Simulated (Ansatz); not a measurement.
## Ansatz (development build ahead of 0.2.0) run

```yaml
crystal:
  periodic: [false, false, false]
  atoms:
    - { symbol: C, position_ang: [-0.32019, 0.02415, -0.64043] }
    - { symbol: "N", position_ang: [0.37821, -0.03809, 0.61868] }
    - { symbol: H, position_ang: [-1.36364, 0.39283, -0.46972] }
    - { symbol: H, position_ang: [0.16357, 0.70783, -1.30186] }
    - { symbol: H, position_ang: [-0.38364, -0.94535, -1.08278] }
    - { symbol: H, position_ang: [0.54064, 0.84966, 1.0595] }
    - { symbol: H, position_ang: [-0.00045, -0.68575, 1.2859] }
basis:
  gaussian: { orbitals: def2-SVP }
total_charge: 1
magnetization:
  spin_polarized: true
  initial_magnetization: 1
hamiltonian:
  xc: hf
correlation:
  method: mp2
  frozen_orbitals: { C: 1, H: 0, "N": 1 }
output:
  forces: true
```

The input is written out in the form of the current development build from the run's settings.

Output:

* Converged: yes
* Reference energy: -94.85346 hartree
* Correlation energy: -0.28247 hartree
* Total energy: -95.13593 hartree
* Spin squared of the determinant: 0.761
* Stability test: minimum

Forces (eV/Å):
```tsv
atom	Fx	Fy	Fz
C1	0.195	0.020	0.532
N2	-2.338	0.684	-1.056
H3	0.332	-0.075	0.357
H4	0.531	0.773	-0.622
H5	-0.092	-1.063	-0.364
H6	1.098	1.004	0.402
H7	0.275	-1.344	0.750
```
